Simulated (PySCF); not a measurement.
Molfile (atoms numbered from 1):
```
C5H11F
     RDKit          3D

 17 16  0  0  0  0  0  0  0  0999 V2000
    2.2481    0.1721   -0.9974 C   0  0  0  0  0  0  0  0  0  0  0  0
    1.3752   -0.1123    0.2120 C   0  0  0  0  0  0  0  0  0  0  0  0
   -0.1014    0.1071   -0.0709 C   0  0  0  0  0  0  0  0  0  0  0  0
   -0.9990   -0.1862    1.1091 C   0  0  1  0  0  0  0  0  0  0  0  0
   -2.4615    0.0546    0.8347 C   0  0  0  0  0  0  0  0  0  0  0  0
   -0.8377   -1.5262    1.4699 F   0  0  0  0  0  0  0  0  0  0  0  0
    3.3043    0.0039   -0.7771 H   0  0  0  0  0  0  0  0  0  0  0  0
    1.9771   -0.4740   -1.8371 H   0  0  0  0  0  0  0  0  0  0  0  0
    2.1378    1.2077   -1.3319 H   0  0  0  0  0  0  0  0  0  0  0  0
    1.5240   -1.1430    0.5453 H   0  0  0  0  0  0  0  0  0  0  0  0
    1.6806    0.5277    1.0479 H   0  0  0  0  0  0  0  0  0  0  0  0
   -0.2717    1.1461   -0.3764 H   0  0  0  0  0  0  0  0  0  0  0  0
   -0.4203   -0.5219   -0.9107 H   0  0  0  0  0  0  0  0  0  0  0  0
   -0.6743    0.3993    1.9783 H   0  0  0  0  0  0  0  0  0  0  0  0
   -2.6362    1.1101    0.6148 H   0  0  0  0  0  0  0  0  0  0  0  0
   -3.0645   -0.2204    1.7015 H   0  0  0  0  0  0  0  0  0  0  0  0
   -2.7910   -0.5379   -0.0218 H   0  0  0  0  0  0  0  0  0  0  0  0
  1  2  1  0
  2  3  1  0
  3  4  1  0
  4  5  1  0
  4  6  1  0
  1  7  1  0
  1  8  1  0
  1  9  1  0
  2 10  1  0
  2 11  1  0
  3 12  1  0
  3 13  1  0
  4 14  1  1
  5 15  1  0
  5 16  1  0
  5 17  1  0
M  END
```

Geometry: PBE0-D3(BJ)/def2-TZVP; GIAO shifts from PySCF 2.14.0 with density-fitted response routines, gas phase, non-relativistic, averaged over equivalent atoms.

At PBE0/pcSseg-2 (370 basis functions, 51 s wall time on 1 thread of an Arm Neoverse V2, shared host):
```tsv
atoms	δ (ppm)
C4	96.6
C3	45.5
C2	24.2
C5	24.2
C1	16.9
F6	-198.1
H14	4.55
H10	1.86
H13	1.44
H12	1.31
H15/H16/H17	1.24
H11	1.22
H7/H8/H9	0.96
```

Shifts are taken against calculated references (same method and geometry level): TMS for ¹³C (186.03 ppm) and ¹H (31.52 ppm); ¹⁹F (174.31 ppm) vs CFCl3.

Estimate the result of repeating the calculation with wB97X-D/pcSseg-2.

Results:


| atoms | δ at wB97X-D/pcSseg-2 | change |
| --- | --- | --- |
| C4 | 96.6 | +0.0 |
| C3 | 45.1 | -0.4 |
| C2 | 23.9 | -0.3 |
| C5 | 24.5 | +0.3 |
| C1 | 16.9 | +0.0 |
| F6 | -191.9 | +6.2 |
| H14 | 4.50 | -0.05 |
| H10 | 1.84 | -0.02 |
| H13 | 1.44 | +0.00 |
| H12 | 1.28 | -0.03 |
| H15/H16/H17 | 1.26 | +0.02 |
| H11 | 1.21 | -0.01 |
| H7/H8/H9 | 0.97 | +0.01 |

Shifts are taken against calculated references (same method and geometry level): ¹³C (186.29 ppm), ¹H (31.63 ppm) against TMS; CFCl3 for ¹⁹F (184.95 ppm).

The largest change is at F6 (fluorine on an sp3 carbon). Cost: 370 basis functions, 64 s wall time on 1 thread of an Arm Neoverse V2, shared host. The order of the carbon signals changes between the two levels.

Unscaled 19F shifts against computed CFCl3 carry errors that often reach 10 to 50 ppm.
